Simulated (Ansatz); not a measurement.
Crystal: AgO2, fluorite type, 3 atoms in the cell.

Theory: Ansatz, PBE, plane waves, PAW datasets (generated soft set 1).

Cutoff 420 eV; k-mesh 18×18×18 Γ-centred; Fermi–Dirac smearing of 0.0612 eV; no spin polarisation.

(1) What equilibrium volume, lattice constant and bulk modulus does this give?

## Answers

(1) V₀ = 11.467 Å³/atom (a₀ = 5.163 Å), B₀ = 144 GPa, B₀′ = 5.25. The points behind the fit:

| V (Å³/atom) | a (Å) | E − E(min) (meV/atom) | P (GPa) |
| --- | --- | --- | --- |
| 10.774 | 5.0565 | 21.39 | 10.56 |
| 11.003 | 5.0921 | 9.15 | 6.62 |
| 11.232 | 5.1272 | 2.25 | 3.14 |
| 11.462 | 5.1619 | 0.00 | 0.06 |
| 11.691 | 5.1961 | 1.88 | -2.65 |
| 11.920 | 5.2298 | 7.42 | -5.04 |
| 12.149 | 5.2631 | 16.17 | -7.14 |

The published all-electron PBE values for this crystal (mean of FLEUR and WIEN2k, k-spacing 0.06 Å⁻¹; Bosoni et al., Nat. Rev. Phys. 6, 45 (2024)) are V₀ = 11.461 Å³/atom, B₀ = 144.5 GPa, B₀′ = 5.27. This run's mesh is coarser (spacing 0.12 Å⁻¹), so part of any difference comes from k-sampling.

The stress includes the program's correction for the finite plane-wave basis.

This cubic structure is a model: it isn't the usual form of the substance at ambient conditions, and such phases are metastable or hypothetical. The k-mesh is modest, so these values aren't fully converged in k. Spin polarisation is left out, and a magnetic state may lie lower.
